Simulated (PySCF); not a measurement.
Species: cis-1,2-difluoroethene, C2H2F2.
Cartesian coordinates in Å at the PBE0-D3(BJ)/def2-TZVP level; atoms count from 1:
```xyz
6
C2H2F2 angstrom
F     -1.3593    0.9835    0.4083
C     -0.5059   -0.0364    0.4193
C      0.5490   -0.0941   -0.3722
F      0.8456    0.8633   -1.2459
H     -0.7434   -0.8187    1.1277
H      1.2393   -0.9270   -0.3591
```

The closed-shell ground state was solved at several levels (PySCF, density fitting, gas phase, non-relativistic). Geometry: PBE0-D3(BJ)/def2-TZVP; no solvent, vibrations or thermal averaging.

```csv
level,basis functions,total energy (Eh),HOMO (eV),LUMO (eV),gap (eV),dipole (D)
PBE0/aug-cc-pVTZ,230,-276.8798,-7.66,-0.12,7.54,2.23
PBE0/pcSseg-2,172,-276.8872,-7.65,0.34,7.99,2.33
CAM-B3LYP/aug-cc-pVTZ,230,-277.0797,-9.09,0.19,9.28,2.34
```

Task: What might wB97X-D/aug-cc-pVTZ (230 basis functions) give for the same quantities?

Result: Total energy -277.0804 Eh, HOMO -9.53 eV, LUMO 0.80 eV, gap 10.33 eV, dipole 2.25 D.

Task: Over all these levels, which gives the widest orbital gap and which the narrowest?

Result: wB97X-D/aug-cc-pVTZ (range-separated hybrid) has the widest, 10.33 eV, and PBE0/aug-cc-pVTZ (global hybrid, 25 % exact exchange) the narrowest, 7.54 eV. The two share the basis. From the narrowest to the widest the HOMO moves by -1.87 eV and the LUMO by +0.92 eV.

Task: How far do the dipole and the HOMO energy spread over the levels?

Result: The dipole runs from 2.23 to 2.34 D (mean 2.29 D) and the HOMO from -9.53 to -7.65 eV.

Note: wB97X-D ran without an empirical dispersion term, which enters the total energy and its gradient alone.
